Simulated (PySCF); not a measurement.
## Single point on S2

State: ³Σg⁻ (triplet), unpaired electrons π ↑↑.

An equivalent input (the run itself took its basis sets from the Basis Set Exchange, started from a PBE0 density and held the occupation σ 9α 9β, πx 4α 3β, πy 4α 3β):

```python
from pyscf import gto, dft
mol = gto.M(atom='S 0 0 0; S 0 0 1.913', basis={'S': 'pcseg-1'},
            charge=0, spin=2, verbose=4, symmetry='C2v')
mf = dft.UKS(mol, xc='PBE_R,PBE')
mf.grids.atom_grid = (80, 434)
mf.grids.prune = dft.gen_grid.treutler_prune
mf.irrep_nelec = {'A1': (9, 9), 'B1': (4, 3), 'B2': (4, 3)}
mf.conv_tol = 1e-9
mf.max_cycle = 60
mf.diis_space = 10
mf.kernel()
```

The log (some set-up lines and the per-cycle HOMO/LUMO lines removed):

```
******** <class 'pyscf.dft.uks_symm.SymAdaptedUKS'> ********
method = SymAdaptedUKS
damping factor = 0
level_shift factor = 0
DIIS = <class 'pyscf.scf.diis.CDIIS'>
diis_start_cycle = 1
diis_space = 10
diis_damp = 0
SCF conv_tol = 1e-09
SCF conv_tol_grad = None
SCF max_cycles = 60
number electrons alpha = 17  beta = 15
Set gradient conv threshold to 3.16228e-05
init E= -796.198080891918
cycle= 1 E= -796.198784129953  delta_E= -0.000703  |g|= 0.00371  |ddm|= 0.0566
cycle= 2 E= -796.198792623058  delta_E= -8.49e-06  |g|= 0.00249  |ddm|= 0.0151
cycle= 3 E= -796.198797258918  delta_E= -4.64e-06  |g|= 0.000684  |ddm|= 0.00636
cycle= 4 E= -796.198797546786  delta_E= -2.88e-07  |g|= 0.00023  |ddm|= 0.00114
cycle= 5 E= -796.198797582625  delta_E= -3.58e-08  |g|= 1.9e-05  |ddm|= 0.000362
cycle= 6 E= -796.198797582971  delta_E= -3.46e-10  |g|= 9.74e-07  |ddm|= 4.55e-05
Extra cycle  E= -796.19879758297  delta_E= 7.96e-13  |g|= 1.62e-06  |ddm|= 3.5e-06
converged SCF energy = -796.19879758297  <S^2> = 2.0025611  2S+1 = 3.0017069
```

Repeating this along the bond gives Re = 1.942 Å and ωe = 680 cm⁻¹.

A point of this curve took 0.27 CPU seconds beside 0.047 for the integrals, on Arm Neoverse V2 (shared host).

The state is the lowest determinant that a PBE0 search found; another state may lie lower at other levels.
